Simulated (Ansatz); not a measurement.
# BHClF (singlet): density functionals in def2-QZVPP

Aim: run BHClF (singlet) with a set of functionals in one basis and compare levels, spin and time.

Method: def2-QZVPP, all electrons in the functionals, frozen cores in the correlation of double hybrids and RPA; program: Ansatz 0.2.0, Gaussian basis.

Plan: PBE, BLYP, r2SCAN, B97M-V, PBE0, B3LYP, wB97M-V, B2PLYP.

2 further runs of the same task are left out: 2 set aside as unsound or not needed.

## 1. The geometry

The geometry is a PBE0/def2-TZVP stationary point (not a proven minimum).

4 atoms, charge 0, spin multiplicity 1.

Atoms are counted from 1 here; the program's logs count them from 0.

Bond lengths: Cl1–B2 1.742 Å, B2–F3 1.311 Å, B2–H4 1.190 Å. Angles: Cl1–B2–F3 119.0°, Cl1–B2–H4 120.7°, F3–B2–H4 120.4°.

No dispersion term is added; B97M-V, wB97M-V hold VV10 nonlocal correlation. B3LYP takes the VWN-RPA correlation.

## 2. PBE (restricted)

in.yaml

```yaml
crystal:
  periodic: [false, false, false]
  atoms:
    - {symbol: Cl, position_ang: [0.000000, -0.064271, 1.047363]}
    - {symbol: B, position_ang: [0.000000, 0.556722, -0.580490]}
    - {symbol: F, position_ang: [0.000000, -0.288608, -1.582626]}
    - {symbol: H, position_ang: [0.000000, 1.729234, -0.782892]}
basis:
  gaussian: {orbitals: "def2-QZVPP.json"}
hamiltonian: {xc: {name: PBE}}
output: {orbitals: {seedname: orbitals}}
```

Run with:

```bash
$ ansatz run in.yaml --threads 1 --pin off --events-out ev --progress --plain --max-ram 2393MiB
```

The program printed:

```text
Functional definition: PBE
  name "PBE"
  cite "Perdew, Burke & Ernzerhof, Phys. Rev. Lett. 77, 3865 (1996) doi:10.1103/PhysRevLett.77.3865"
  parent pbe
  parameter kappa = 0.804
  parameter beta = 0.06672455060314922
  exchange = pbe_x(kappa = kappa, mu = beta*pi^2/3)
  correlation = pbe_c(beta = beta)
776 factors; their error is unknown
mean field evaluation 1: about -15925.9129 eV, gradient 3.4e1 eV
mean field evaluation 2: about -15921.7245 eV, gradient 6.3e1 eV
mean field evaluation 4: about -15928.1027 eV, gradient 3.3e0 eV
mean field evaluation 8: about -15928.1204 eV, gradient 1.8e-1 eV
mean field -15928.12045653 eV, -585.3476303096 hartree, gradient 7.1e-5 eV, S^2 0.000000; 0 other end points of the search recorded, 0 dependent functions left out
reference -15928.12049190 eV, -585.3476316094 hartree; 16, 16 occupied and 198, 198 virtual orbitals, 776 factors
Total energy: -15928.12049190 eV, -585.3476316094 hartree
```

Run time: 1.9 s. Hardware: 1 thread of AMD EPYC 7B13, shared host.

## 3. BLYP (restricted)

in.yaml: that of step 2 with these lines changed.

```diff
@@ -9,3 +9,2 @@
   gaussian: {orbitals: "def2-QZVPP.json"}
-hamiltonian: {xc: {name: PBE}}
-output: {orbitals: {seedname: orbitals}}
+hamiltonian: {xc: {name: BLYP}}
```

The command is unchanged.

The program printed:

```text
Functional definition: BLYP
  name "BLYP"
  cite "Becke, Phys. Rev. A 38, 3098 (1988) doi:10.1103/PhysRevA.38.3098"
  cite "Lee, Yang & Parr, Phys. Rev. B 37, 785 (1988) doi:10.1103/PhysRevB.37.785"
  parameter beta = 0.0042
  parameter a = 0.04918
  parameter b = 0.132
  parameter c = 0.2533
  parameter d = 0.349
  exchange = b88_x(beta = beta)
  correlation = lyp_c(a = a, b = b, c = c, d = d)
776 factors; their error is unknown
mean field evaluation 1: about -15934.0628 eV, gradient 3.7e1 eV
mean field evaluation 2: about -15928.9129 eV, gradient 7.0e1 eV
mean field evaluation 4: about -15936.4652 eV, gradient 3.3e0 eV
mean field evaluation 8: about -15936.4829 eV, gradient 1.8e-1 eV
mean field -15936.48295997 eV, -585.6549466429 hartree, gradient 8.5e-5 eV, S^2 0.000000; 0 other end points of the search recorded, 0 dependent functions left out
reference -15936.48323679 eV, -585.6549568157 hartree; 16, 16 occupied and 198, 198 virtual orbitals, 776 factors
Total energy: -15936.48323679 eV, -585.6549568157 hartree
```

Wall time 2.4 s (1 thread of AMD EPYC 7B13, shared host).

## 4. r2SCAN (restricted)

in.yaml: that of step 3 with these lines changed.

```diff
@@ -9,2 +9,2 @@
   gaussian: {orbitals: "def2-QZVPP.json"}
-hamiltonian: {xc: {name: BLYP}}
+hamiltonian: {xc: {name: r2SCAN}}
```

Launched as before.

The program printed:

```text
Functional definition: r2SCAN
  name "r2SCAN"
  cite "Furness, Kaplan, Ning, Perdew & Sun, J. Phys. Chem. Lett. 11, 8208 (2020) doi:10.1021/acs.jpclett.0c02405"
  cite "Furness, Kaplan, Ning, Perdew & Sun, J. Phys. Chem. Lett. 11, 9248 (2020) doi:10.1021/acs.jpclett.0c03077"
  parent r2scan
  parameter k0 = 0.174
  parameter k1 = 0.065
  parameter a1 = 4.9479
  exchange = r2scan_x(k0 = k0, k1 = k1, a1 = a1)
  correlation = r2scan_c
776 factors; their error is unknown
mean field evaluation 1: about -15932.7910 eV, gradient 3.2e1 eV
mean field evaluation 2: about -15930.4161 eV, gradient 5.2e1 eV
mean field evaluation 4: about -15934.5447 eV, gradient 2.3e0 eV
mean field evaluation 8: about -15934.5578 eV, gradient 3.9e-2 eV
mean field evaluation 16: about -15934.5516 eV, gradient 1.9e-5 eV
mean field -15934.55159377 eV, -585.5839702439 hartree, gradient 2.0e-5 eV, S^2 0.000000; 0 other end points of the search recorded, 0 dependent functions left out
reference -15934.55160405 eV, -585.5839706219 hartree; 16, 16 occupied and 198, 198 virtual orbitals, 776 factors
Total energy: -15934.55160405 eV, -585.5839706219 hartree
```

It took 4.3 s on 1 thread of AMD EPYC 7B13, shared host.

## 5. B97M-V (restricted)

in.yaml: that of step 4 with these lines changed.

```diff
@@ -9,2 +9,2 @@
   gaussian: {orbitals: "def2-QZVPP.json"}
-hamiltonian: {xc: {name: r2SCAN}}
+hamiltonian: {xc: {name: B97M-V}}
```

Same command.

The program printed:

```text
Functional definition: B97M-V
  name "B97M-V"
  cite "Mardirossian & Head-Gordon, J. Chem. Phys. 142, 074111 (2015) doi:10.1063/1.4907719"
  cite "Becke, J. Chem. Phys. 107, 8554 (1997) doi:10.1063/1.475007"
  cite "Vydrov & Van Voorhis, J. Chem. Phys. 133, 244103 (2010) doi:10.1063/1.3521275"
  # Of w^i u^j: cxij and so on, Table III.
  parameter cx00 = 1.000
  parameter cx01 = 1.308
  parameter cx02 = 1.901
  parameter cx10 = 0.416
  parameter cx11 = 3.070
  parameter css00 = 1.000
  parameter css02 = -1.855
  parameter css10 = -5.668
  parameter css32 = -20.497
  parameter css42 = -20.364
  parameter cos00 = 1.000
  parameter cos01 = 1.573
  parameter cos03 = -6.298
  parameter cos10 = 2.535
  parameter cos32 = -6.427
  parameter b = 6.0
  parameter c = 0.01
  gx(w, u) = cx00 + cx01*u + cx02*u^2 + (cx10 + cx11*u)*w
  gss(w, u) = css00 + css02*u^2 + css10*w + (css32*w^3 + css42*w^4)*u^2
  gos(w, u) = cos00 + cos01*u + cos03*u^3 + cos10*w + cos32*w^3*u^2
  exchange = spin_sum(e_x_unif_s*gx(b97_w, b97_u_x))
  correlation = spin_sum(e_c_pw_mod_same_spin*gss(b97_w, b97_u_same))
      + integral(e_c_pw_mod_opposite_spin*gos(b97_w_opposite, b97_u_opposite)) + vv10(b, c)
776 factors; their error is unknown
mean field evaluation 1: about -15931.3140 eV, gradient 3.2e1 eV
mean field evaluation 2: about -15929.1920 eV, gradient 4.9e1 eV
mean field evaluation 4: about -15933.0315 eV, gradient 2.3e0 eV
mean field evaluation 8: about -15933.0444 eV, gradient 4.7e-2 eV
mean field evaluation 16: about -15933.0381 eV, gradient 4.6e-5 eV
mean field -15933.03808461 eV, -585.5283498083 hartree, gradient 4.8e-5 eV, S^2 0.000000; 0 other end points of the search recorded, 0 dependent functions left out
reference -15933.03813408 eV, -585.5283516262 hartree; 16, 16 occupied and 198, 198 virtual orbitals, 776 factors
Total energy: -15933.03813408 eV, -585.5283516262 hartree
```

Wall time 8 s (1 thread of AMD EPYC 7B13, shared host); peak memory 0.26 GiB.

## 6. PBE0 (restricted)

in.yaml: that of step 5 with these lines changed.

```diff
@@ -9,2 +9,3 @@
   gaussian: {orbitals: "def2-QZVPP.json"}
-hamiltonian: {xc: {name: B97M-V}}
+hamiltonian: {xc: {name: PBE0}}
+output: {orbitals: {seedname: orbitals}}
```

Same command.

The program printed:

```text
Functional definition: PBE0
  name "PBE0"
  cite "Adamo & Barone, J. Chem. Phys. 110, 6158 (1999) doi:10.1063/1.478522"
  cite "Perdew, Burke & Ernzerhof, Phys. Rev. Lett. 77, 3865 (1996) doi:10.1103/PhysRevLett.77.3865"
  parent pbe
  parameter a = 0.25
  parameter kappa = 0.804
  parameter beta = 0.06672455060314922
  exchange = (1 - a)*pbe_x(kappa = kappa, mu = beta*pi^2/3) + a*exact_x
  correlation = pbe_c(beta = beta)
812 factors; their error is unknown
mean field evaluation 1: about -15927.9962 eV, gradient 2.8e1 eV
mean field evaluation 2: about -15926.9878 eV, gradient 4.1e1 eV
mean field evaluation 4: about -15929.2222 eV, gradient 1.2e0 eV
mean field evaluation 8: about -15929.2413 eV, gradient 3.0e-2 eV
mean field -15929.24132968 eV, -585.3888216382 hartree, gradient 5.2e-5 eV, S^2 0.000000; 0 other end points of the search recorded, 0 dependent functions left out
reference -15929.24135544 eV, -585.3888225848 hartree; 16, 16 occupied and 198, 198 virtual orbitals, 812 factors
Total energy: -15929.24135544 eV, -585.3888225848 hartree
```

It took 3.1 s on 1 thread of AMD EPYC 7B13, shared host; peak memory 0.38 GiB.

## 7. B3LYP (restricted)

in.yaml: that of step 6 with these lines changed.

```diff
@@ -9,3 +9,2 @@
   gaussian: {orbitals: "def2-QZVPP.json"}
-hamiltonian: {xc: {name: PBE0}}
-output: {orbitals: {seedname: orbitals}}
+hamiltonian: {xc: {name: B3LYP}}
```

Same command.

The program printed:

```text
Functional definition: B3LYP
  name "B3LYP"
  cite "Stephens, Devlin, Chabalowski & Frisch, J. Phys. Chem. 98, 11623 (1994) doi:10.1021/j100096a001"
  cite "Becke, Phys. Rev. A 38, 3098 (1988) doi:10.1103/PhysRevA.38.3098"
  cite "Lee, Yang & Parr, Phys. Rev. B 37, 785 (1988) doi:10.1103/PhysRevB.37.785"
  cite "Vosko, Wilk & Nusair, Can. J. Phys. 58, 1200 (1980) doi:10.1139/p80-159"
  parameter a0 = 0.2
  parameter ax = 0.72
  parameter ac = 0.81
  exchange = (1 - a0 - ax)*slater_x + ax*b88_x + a0*exact_x
  correlation = (1 - ac)*vwn_rpa_c + ac*lyp_c
799 factors; their error is unknown
mean field evaluation 1: about -15936.0626 eV, gradient 3.1e1 eV
mean field evaluation 2: about -15934.3772 eV, gradient 4.8e1 eV
mean field evaluation 4: about -15937.5784 eV, gradient 1.3e0 eV
mean field evaluation 8: about -15937.5820 eV, gradient 2.0e-2 eV
mean field evaluation 16: about -15937.5935 eV, gradient 3.8e-5 eV
mean field -15937.59346777 eV, -585.6957570515 hartree, gradient 3.8e-5 eV, S^2 0.000000; 0 other end points of the search recorded, 0 dependent functions left out
reference -15937.59367306 eV, -585.6957645961 hartree; 16, 16 occupied and 198, 198 virtual orbitals, 799 factors
Total energy: -15937.59367306 eV, -585.6957645961 hartree
```

It took 3.6 s on 1 thread of AMD EPYC 7B13, shared host; peak memory 0.37 GiB.

## 8. wB97M-V (restricted)

in.yaml: that of step 7 with these lines changed.

```diff
@@ -9,2 +9,3 @@
   gaussian: {orbitals: "def2-QZVPP.json"}
-hamiltonian: {xc: {name: B3LYP}}
+hamiltonian: {xc: {name: wB97M-V}}
+output: {orbitals: {seedname: orbitals}}
```

Launched as before.

The program printed:

```text
Functional definition: wB97M-V
  name "wB97M-V"
  cite "Mardirossian & Head-Gordon, J. Chem. Phys. 144, 214110 (2016) doi:10.1063/1.4952647"
  cite "Becke, J. Chem. Phys. 107, 8554 (1997) doi:10.1063/1.475007"
  cite "Vydrov & Van Voorhis, J. Chem. Phys. 133, 244103 (2010) doi:10.1063/1.3521275"
  # Of w^i u^j: cxij and so on, Table III.
  parameter omega = 0.3/bohr
  parameter cx = 0.15
  parameter cx01 = 1.007
  parameter cx10 = 0.259
  parameter css00 = 0.443
  parameter css04 = -1.437
  parameter css10 = -4.535
  parameter css20 = -3.390
  parameter css43 = 4.278
  parameter cos00 = 1.000
  parameter cos10 = 1.358
  parameter cos20 = 2.924
  parameter cos21 = -8.812
  parameter cos60 = -1.390
  parameter cos61 = 9.142
  parameter b = 6.0
  parameter c = 0.01
  gx(w, u) = 1 - cx + cx01*u + cx10*w
  gss(w, u) = css00 + css04*u^4 + css10*w + css20*w^2 + css43*w^4*u^3
  gos(w, u) = cos00 + cos10*w + (cos20 + cos21*u)*w^2 + (cos60 + cos61*u)*w^6
  exchange = spin_sum(e_x_unif_sr(omega)*gx(b97_w, b97_u_x)) + cx*exact_x_sr(omega) + exact_x_lr(omega)
  correlation = spin_sum(e_c_pw_mod_same_spin*gss(b97_w, b97_u_same))
      + integral(e_c_pw_mod_opposite_spin*gos(b97_w_opposite, b97_u_opposite)) + vv10(b, c)
796 factors; their error is unknown
159 factors; integrals over basis functions are off by at most 2.7e-5 eV
mean field evaluation 1: about -15934.0980 eV, gradient 2.8e1 eV
mean field evaluation 2: about -15934.0789 eV, gradient 3.2e1 eV
mean field evaluation 4: about -15935.3302 eV, gradient 9.2e-1 eV
mean field evaluation 8: about -15935.3405 eV, gradient 1.9e-1 eV
mean field evaluation 16: about -15935.3406 eV, gradient 7.6e-5 eV
mean field -15935.34057054 eV, -585.6129646057 hartree, gradient 7.6e-5 eV, S^2 0.000000; 0 other end points of the search recorded, 0 dependent functions left out
reference -15935.34061183 eV, -585.6129661230 hartree; 16, 16 occupied and 198, 198 virtual orbitals, 796 factors
Total energy: -15935.34061183 eV, -585.6129661230 hartree
```

Run time: 8 s. Hardware: 1 thread of AMD EPYC 7B13, shared host; peak memory 0.46 GiB.

## 9. B2PLYP (restricted)

in.yaml: that of step 8 with these lines changed.

```diff
@@ -9,3 +9,3 @@
   gaussian: {orbitals: "def2-QZVPP.json"}
-hamiltonian: {xc: {name: wB97M-V}}
-output: {orbitals: {seedname: orbitals}}
+hamiltonian: {xc: {name: B2PLYP}}
+correlation: {electrons: outside_noble_gas}
```

Same command.

The program printed:

```text
Functional definition: B2PLYP
  name "B2PLYP"
  cite "Grimme, J. Chem. Phys. 124, 034108 (2006) doi:10.1063/1.2148954"
  cite "Becke, Phys. Rev. A 38, 3098 (1988) doi:10.1103/PhysRevA.38.3098"
  cite "Lee, Yang & Parr, Phys. Rev. B 37, 785 (1988) doi:10.1103/PhysRevB.37.785"
  parameter a = 0.53
  parameter c = 0.27
  exchange = (1 - a)*b88_x + a*exact_x
  correlation = (1 - c)*lyp_c + c*(mp2_os + mp2_ss)
1300 factors; integrals over basis functions are off by at most 8.8e-4 eV
mean field evaluation 1: about -15925.5754 eV, gradient 2.7e1 eV
mean field evaluation 2: about -15925.5759 eV, gradient 2.7e1 eV
mean field evaluation 4: about -15926.6272 eV, gradient 1.9e0 eV
mean field evaluation 8: about -15926.6346 eV, gradient 1.5e-2 eV
mean field evaluation 16: about -15926.6346 eV, gradient 5.0e-6 eV
mean field -15926.63458385 eV, -585.2930254959 hartree, gradient 5.0e-6 eV, S^2 0.000000; 0 other end points of the search recorded, 0 dependent functions left out
7 core orbitals not correlated: weight in the atoms' cores, before any rotation towards them, 1.000 or more for the frozen orbitals, at most 0.000 for the correlated occupied ones
reference -15926.63471213 eV, -585.2930302102 hartree; 9, 9 occupied and 198, 198 virtual orbitals, 1300 factors
second order -18.98707634 eV of doubles, -0.00000000 eV of singles
Total energy: -15931.76122275 eV, -585.4814260003 hartree
```

Run time: 7.5 s. Hardware: 1 thread of AMD EPYC 7B13, shared host; peak memory 0.46 GiB.

## 10. Side by side

```csv
functional,energy (eV),⟨S²⟩,time
PBE,-15928.1205,0.000,1.9 s
BLYP,-15936.4832,0.000,2.4 s
r2SCAN,-15934.5516,0.000,4.3 s
B97M-V,-15933.0381,0.000,8 s
PBE0,-15929.2414,0.000,3.1 s
B3LYP,-15937.5937,0.000,3.6 s
wB97M-V,-15935.3406,0.000,8 s
B2PLYP,-15931.7612,0.000,7.5 s
```

Orbital levels of the runs that wrote orbitals: PBE HOMO -8.08, LUMO -2.17 eV; PBE0 HOMO -9.52, LUMO -1.15 eV; wB97M-V HOMO -11.82, LUMO 0.85 eV.

## 11. Summary of results

| quantity | value |
| --- | --- |
| spread of total energies | 9.5 eV |
| quickest, slowest | PBE 1.9 s, B97M-V 8 s |

In words: Total energies of different functionals can't be ranked; only differences within one functional count.
